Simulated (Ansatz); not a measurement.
bcc Rb, treated with PBE0-D3(BJ) (Ansatz, a first-principles code, PAW).

Numerical settings: plane-wave cutoff 460 eV, 8×8×8 k mesh, Fermi–Dirac smearing 0.05 eV, scalar-relativistic PAW data made under PBE.

Computed points:

```csv
V (Å³/atom),E − E_lowest (meV/atom),P (GPa)
83.309,2.25,0.175
85.502,0.50,0.082
87.080,0.00,0.021
89.886,0.49,-0.075
92.079,1.98,-0.141
```

What bulk modulus B0 and pressure derivative B′ does a third-order Birch–Murnaghan fit give?

V0 = 87.662 Å³/atom, B0 = 3.13 GPa, B′ = 3.7 (fit to the energies at full precision).

Measured, for comparison: bulk modulus 2.92 GPa (corrected for temperature and zero-point phonon effects, our sources range from 2.92 to 3.60; as tabulated in Levämäki et al. (2014), arXiv:1402.3671); equilibrium volume per atom 86.68 Å³/atom (low-temperature or extrapolated to 0 K; zero-point anharmonic expansion removed; as tabulated in Csonka et al. (2009), arXiv:0903.4037). Computed (rounded) less measured: bulk modulus not scored (sources differ), equilibrium volume per atom +1.1 %.

The computed numbers hold no vibrational or temperature effects.
